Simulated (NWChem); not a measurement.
# Correlation energy of Cl

```xyz
1

Cl     0.0000     0.0000     0.0000
```
Charge 0, spin multiplicity 2.

Program: NWChem.

Basis set: cc-pVDZ. Each correlation energy counts from its own Hartree-Fock reference.

The correlated methods keep 5 core orbitals frozen. The stability of the SCF solutions was not checked. Open-shell Hartree-Fock references start from PBE0 orbitals. No row is a measurement; the coupled-cluster row has its own basis-set and correlation limits.

Question: For the correlation energy, URI-MP2 gives -109.8 mHa and UMP2 gives -109.8 mHa. What do SCS-UMP2, CCSD on UHF, CCSD[T] on UHF give?

Answer: SCS-UMP2: -107.8 mHa; CCSD on UHF: -126.6 mHa; CCSD[T] on UHF: -127.8 mHa.
